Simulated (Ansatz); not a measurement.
H₂SSi, SMILES [SiH]S, a ladder of basis sets

Computed with Ansatz 0.2.0 through its Python package.

The cells in order, each with its output:

**Cell 1**
```python
import warnings

import ansatz as az
```

**Cell 2**
```python
warnings.simplefilter("ignore", az.DeckWarning)
```

**Cell 3**
```python
h2ssi = (
    az.Crystal.molecule()
    .atom("Si", (-0.1084, -1.0135, 0.2379))
    .atom("S", (0.1223, 1.0923, -0.2882))
    .atom("H", (0.9721, -1.4103, 1.0213))
    .atom("H", (-0.9305, 1.2711, -0.9913))
)
```

**Cell 4**
```python
base = h2ssi.calculation().functional("hf")
```

**Cell 5**
```python
energies = {}
for basis in ["STO-3G", "6-31G", "6-31G*", "def2-SVP", "def2-SVPD", "def2-TZVP", "def2-TZVPP"]:
    rep = base.basis(gaussian=basis).run().report
    size = rep["n_frozen"] + rep["n_occupied"][0] + rep["n_virtual"][0]
    energies[basis] = (rep["reference_energy_ev"] / 27.211386246, rep["free_energy_ev"] / 27.211386246)
    print(f"{basis:14s} {size:4d} orbitals  reference {energies[basis][0]:14.6f} Ha  total {energies[basis][1]:14.6f} Ha")

last = energies["def2-TZVPP"][1]
for basis, (_, total) in energies.items():
    print(f"{basis:14s} lies {27.211386 * (total - last):9.4f} eV above def2-TZVPP")
```
Output:
```text
STO-3G           20 orbitals  reference    -679.874682 Ha  total    -679.874682 Ha
6-31G            30 orbitals  reference    -687.484089 Ha  total    -687.484089 Ha
6-31G*           42 orbitals  reference    -687.553182 Ha  total    -687.553182 Ha
def2-SVP         46 orbitals  reference    -687.373263 Ha  total    -687.373263 Ha
def2-SVPD        67 orbitals  reference    -687.381890 Ha  total    -687.381890 Ha
def2-TZVP        86 orbitals  reference    -687.614023 Ha  total    -687.614023 Ha
def2-TZVPP      112 orbitals  reference    -687.614929 Ha  total    -687.614929 Ha
STO-3G         lies  210.6228 eV above def2-TZVPP
6-31G          lies    3.5603 eV above def2-TZVPP
6-31G*         lies    1.6802 eV above def2-TZVPP
def2-SVP       lies    6.5761 eV above def2-TZVPP
def2-SVPD      lies    6.3413 eV above def2-TZVPP
def2-TZVP      lies    0.0247 eV above def2-TZVPP
def2-TZVPP     lies    0.0000 eV above def2-TZVPP
```

Against STO-3G: 6-31G -7609.4 mHa, 6-31G* -7678.5 mHa, def2-SVP -7498.6 mHa, def2-SVPD -7507.2 mHa, def2-TZVP -7739.3 mHa and def2-TZVPP -7740.2 mHa. The last step alone is -0.91 mHa (these two sets differ little on atoms other than hydrogen).

Caveats:
- The drop along the ladder measures the basis error, and is no property of the molecule.
- The geometry is a force-field or estimated start, not a minimum of this method, and the last set is no limit. Much of the fall in a total is atomic energy, which cancels in bond and reaction energies.
- Totals across families of basis sets mostly measure their core functions.
- Finished in 2.4 s on 1 thread of Arm Neoverse V1, with other jobs on the host, peak memory 0.23 GiB.
